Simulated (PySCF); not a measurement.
## Atomic charges by several schemes

Species: cyclopropanol, C3H6O.
SMILES with atom numbers: `[OH:1][CH:2]1[CH2:3][CH2:4]1` (hydrogens: H5 on O1; H6 on C2; H7, H8 on C3; H9, H10 on C4)

Structure used (PBE0-D3(BJ)/def2-TZVP), in Å, numbered top down from 1:
```
atom  x, y, z in Å
O1     1.800   -0.051   -0.014
C2     0.518   -0.021    0.529
C3    -0.562    0.823   -0.061
C4    -0.635   -0.685   -0.138
H5     1.745   -0.357   -0.923
H6     0.572   -0.077    1.609
H7    -0.328    1.351   -0.978
H8    -1.241    1.346    0.602
H9    -0.457   -1.134   -1.110
H10   -1.364   -1.214    0.464
```

Density: PBE0/pcSseg-2 (PySCF); schemes: Mulliken, IAO, Hirshfeld and ESP-fitted. Geometry: PBE0-D3(BJ)/def2-TZVP, one conformer, isolated molecule.

Problem. Which atoms carry the highest charge in the Mulliken, IAO, Hirshfeld and ESP-fitted schemes?

Solution. All schemes agree: Mulliken H5 (+0.186); IAO H5 (+0.359); Hirshfeld H5 (+0.163); ESP-fitted H5 (+0.431).

Problem. At which atom do the 4 schemes differ most?

Solution. At C4: from -0.502 (ESP-fitted) to -0.107 e (Hirshfeld), 0.395 e apart.

Problem. Which atoms carry the lowest charge in the Mulliken, IAO, Hirshfeld and ESP-fitted schemes?

Solution. All schemes agree: Mulliken O1 (-0.382); IAO O1 (-0.547); Hirshfeld O1 (-0.226); ESP-fitted O1 (-0.602).

Problem. Tabulate the Mulliken, IAO, Hirshfeld and ESP-fitted charges.

Solution. In e:

| atom | environment | Mulliken | IAO | Hirshfeld | ESP-fitted |
| --- | --- | --- | --- | --- | --- |
| O1 | alcohol oxygen | -0.382 | -0.547 | -0.226 | -0.602 |
| C2 | carbinol carbon (C–OH) | +0.134 | +0.081 | +0.019 | +0.127 |
| C3 | three-membered-ring carbon | -0.106 | -0.333 | -0.109 | -0.241 |
| C4 | three-membered-ring carbon | -0.130 | -0.332 | -0.107 | -0.502 |
| H5 | hydroxyl hydrogen | +0.186 | +0.359 | +0.163 | +0.431 |
| H6 | methine hydrogen | +0.059 | +0.157 | +0.055 | +0.154 |
| H7 | methylene hydrogen | +0.063 | +0.154 | +0.050 | +0.135 |
| H8 | methylene hydrogen | +0.062 | +0.156 | +0.052 | +0.119 |
| H9 | methylene hydrogen | +0.053 | +0.147 | +0.050 | +0.188 |
| H10 | methylene hydrogen | +0.060 | +0.159 | +0.053 | +0.192 |

Mean size of the charges over all atoms: ESP-fitted 0.269 e, IAO 0.242 e, Mulliken 0.124 e, Hirshfeld 0.088 e. Each set sums to the total charge, 0, to within 0.001 e. The IAO scheme projects the occupied orbitals on a minimal set of polarised atomic orbitals and counts the electrons in each atom's part of it. The ESP scheme fits charges at the nuclei, held to the total charge, to the electrostatic potential on points at 1.4 to 2.0 times the van der Waals radii.

Problem. Sum the charges by element, for elements with more than one atom.

Solution. 
```
element  atoms  Mulliken     IAO  Hirshfeld  ESP-fitted
      C      3    -0.102  -0.585     -0.197      -0.616
      H      6    +0.484  +1.132     +0.423      +1.218
```

Problem. How closely do the schemes follow one another over all atoms?

Solution. Correlation coefficient and root-mean-square difference: IAO with Hirshfeld 0.99, 0.173 e; IAO with ESP-fitted 0.98, 0.072 e; Hirshfeld with ESP-fitted 0.97, 0.214 e; Mulliken with Hirshfeld 0.96, 0.062 e; Mulliken with IAO 0.94, 0.141 e; Mulliken with ESP-fitted 0.94, 0.178 e.
